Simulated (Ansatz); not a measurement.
Species: trans-butane, C4H10 (charge 0, singlet). SMILES: CCCC
Coordinates optimised at B3LYP-D3(BJ)/def2-TZVP (Ansatz, a quantum-chemistry and plane-wave program):
```
C
H 1 1.0951
H 1 1.0951 2 106.04
C 1 1.5258 2 109.59 3 -118.21
H 4 1.0916 1 111.56 2 57.99
H 4 1.0928 5 107.74 1 -122.14
H 4 1.0928 5 107.74 6 -115.73
C 1 1.5272 2 109.10 3 117.38
H 8 1.0951 1 109.10 2 180.00
H 8 1.0951 9 106.04 1 117.38
C 8 1.5258 9 109.59 10 118.21
H 11 1.0916 8 111.56 9 -57.99
H 11 1.0928 12 107.74 8 122.14
H 11 1.0928 12 107.74 13 115.73
```
Charge 0, spin multiplicity 1.

Wanted: atomisation energy, in kcal/mol. Set-up: no dispersion term unless named; atomisation electronic, to ground-state atoms; six Cartesian d functions in 6-31G* and its kin unless marked 5d; no spin-orbit coupling; frozen cores in correlated levels; UHF or UKS for open shells; non-relativistic. Basis-set limits of correlation are two-point, X^-3; Hartree-Fock from the larger set. [CCSD(T)-MP2]/basis is that difference in the basis named. Ab initio and DFT rows: single points at B3LYP-D3(BJ) geometries (Ansatz).

```csv
species,coefficient,"E at B3LYP/6-31G* (Ansatz), Eh","E at PBE0/def2-TZVPD (Ansatz), Eh"
CCCC,-1,-158.45785,-158.30714
C atom,+4,-37.84628,-37.80543
H atom,+10,-0.50027,-0.50104
```

Coupled cluster (Ansatz) is a level with limits of its own, used here on species with T1 under 0.025 (0.045 for open shells) and stable references: RI-MP2/CBS(cc-pVTZ,cc-pVQZ)+[CCSD(T)-MP2]/cc-pVTZ. Value to compare with, RI-MP2/CBS(cc-pVTZ,cc-pVQZ)+[CCSD(T)-MP2]/cc-pVTZ (Ansatz): 1301.4 kcal/mol. 1 Eh = 627.5095 kcal/mol.

Problem. Work the quantity out at each level, and compare with RI-MP2/CBS(cc-pVTZ,cc-pVQZ)+[CCSD(T)-MP2]/cc-pVTZ (Ansatz).

Solution. 
- B3LYP/6-31G*: the sum of coefficient times E is 2.07003 Eh, or 1298.96 kcal/mol. Result: 1299.0 kcal/mol. Its difference against RI-MP2/CBS(cc-pVTZ,cc-pVQZ)+[CCSD(T)-MP2]/cc-pVTZ (Ansatz) is -2.4 kcal/mol.
- PBE0/def2-TZVPD: the sum of coefficient times E is 2.07502 Eh, or 1302.09 kcal/mol. Result: 1302.1 kcal/mol. Its difference against RI-MP2/CBS(cc-pVTZ,cc-pVQZ)+[CCSD(T)-MP2]/cc-pVTZ (Ansatz) is 0.7 kcal/mol.
